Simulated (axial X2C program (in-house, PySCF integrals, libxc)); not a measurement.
CH: from Re and ωe to a spectrum

A bond curve at the PBE0 level, with spin–orbit coupling in a model world with the speed of light multiplied by 1.5, was computed with an in-house all-electron X2C program for linear molecules (integrals from PySCF) (basis C dyall-v3z [7s6p2d1f], H dyall-v3z [6s2p1d] (cores contracted in-house)) for the state Ω = 1/2 (⟨Sz⟩ = -0.50, ⟨Lz⟩ = 1.00 at PBE0). Its fit gives Re = 1.1247 Å, ωe = 2847.3 cm⁻¹, ωexe = 56.6 cm⁻¹ and αe = 4.993e-01 cm⁻¹; the masses are 12.0000 and 1.0078 u. Two-component means X2C with spin–orbit coupling and atomic mean-field Coulomb and Gaunt terms.

Q: Find the reduced mass, Be and the force constant.

A: From the PBE0 values: μ = 0.9297 u. Be = 16.8576/(μ Re²) = 14.33 cm⁻¹. k = 5.8918×10⁻⁷ μ ωe² = 4.44 mdyn/Å.

Q: The dipole moment p changes by 1.79 D/Å at Re. What harmonic infrared intensity follows?

A: I = 42.256 × (dp/dR)²/μ = 150 km/mol.

Q: Estimate De from a Morse curve and compare with the computed well depth of 3.494 eV to C + H.

A: De(Morse) = ωe²/(4ωexe) = 4.440 eV against 3.494 eV computed, a ratio of 1.27. The extrapolation overshoots: the well softens faster than a Morse curve, or the lowest atomic limit lies below the one to which the curve heads.

Q: Estimate the centrifugal constant by the Kratzer relation.

A: D = 4Be³/ωe² = 1.45e-03 cm⁻¹.

Q: Scale the constants to the deuteride (D 2.0141 u) within the Born–Oppenheimer picture.

A: ρ = √(μH/μD) = 0.7342; ωe = 2090.5, ωexe = 30.5, Be = 7.727 cm⁻¹; the zero-point energy falls by 372 cm⁻¹.

The state is one determinant whose occupation by symmetry is held fixed; it was picked as the lowest of a PBE0 search that is not exhaustive. Dissociation energies refer to the lowest single-determinant-based atoms at the same level and basis. Density functionals use the spin component along the axis (collinear). The 2c atoms are single determinants rather than J levels; their spin–orbit lowering is only partly caught, and De is too large by that part. This holds for PBE0. Other states lie close and PBE0, whose exact exchange favours high spin, may order them wrongly; the determinant shown need not be the ground state. The nearest other 2c determinant of the search, Ω = 3/2, lies 0.00 eV up at the distance of the search. Without a current term, density functionals place determinants with orbital angular momentum somewhat too high.
